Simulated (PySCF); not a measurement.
**Ionisation energy of Mg by level of theory**

Mg [Ne] 3s2 (1S) → Mg⁺ [Ne] 3s1 (2S), as a difference of total energies. All numbers are calculated (PySCF 2.14, the spin-free X2C one-electron Hamiltonian (Gaussian nucleus), in ANO-RCC-VTZP (5s4p2d1f, 34 functions)). Correlated levels: valence and next inner shell: 1s2 frozen. The calculations carry no spin-orbit coupling.

```tsv
method	ionisation energy (eV)
UHF	6.621
MP2 (valence and next inner shell)	7.281
SCS-MP2 (valence and next inner shell)	7.372
CCSD (valence and next inner shell)	7.542
CCSD(T) (valence and next inner shell)	7.568
CCSDT (valence and next inner shell)	7.567
```

**Question.** How much does correlation contribute at CCSD(T) (valence and next inner shell)?

**Answer.** 7.568 − (6.621) = 0.947 eV, measured against UHF.

Errors of the correlated levels include the incompleteness of this basis and the frozen core.

For comparison: 7.646 eV (measured; NIST Atomic Spectra Database, ionization energies).
